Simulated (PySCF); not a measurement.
These 4 structures share the formula C4H3FS. The calculation used PBE0-D3(BJ)/def2-SVP geometry optimisation, gas phase in PySCF. Energies are electronic, without zero-point or thermal terms, for one conformer each. No frequencies were run at this level. Point groups hold within 0.08 Å.

Question: Order them by energy at this level, lowest first, and give relative energies in kcal/mol.
A. `C#C[C@@H]1S[C@H]1F`
B. `[F:1]/[CH:2]=[CH:3]/[CH:4]=[C:5]=[S:6]` with C2–C3–C4–C5 180°
C. `Fc1ccsc1`
D. `Fc1cccs1`

Answer: C (0.0), D (3.6), B (36.9), A (56.0).

As drawn, the lowest has an aromatic ring, which the highest lacks; the highest has a three-membered ring and a C≡C bond, which the lowest lacks.

```tsv
SMILES	E (Eh)	E rel (kcal/mol)	dipole (D)	point group	A, B, C (MHz)
Fc1ccsc1	-651.52033	0.0	1.10	Cs	7228, 2487, 1850
Fc1cccs1	-651.51463	3.6	1.40	Cs	5344, 3220, 2009
F/C=C/C=C=S	-651.46146	36.9	1.16	Cs	24110, 870.9, 840.6
C#C[C@@H]1S[C@H]1F	-651.43110	56.0	1.61	C1	5318, 2058, 1587
```

Question: As an exercise, what shares would exp(−E/RT) give at 2000 K from these electronic energies alone (no entropy, no degeneracies)?

Answer: RT = 3.974 kcal/mol: Fc1ccsc1 71.1 %, Fc1cccs1 28.9 %, F/C=C/C=C=S under 0.1 %, C#C[C@@H]1S[C@H]1F under 0.1 %.
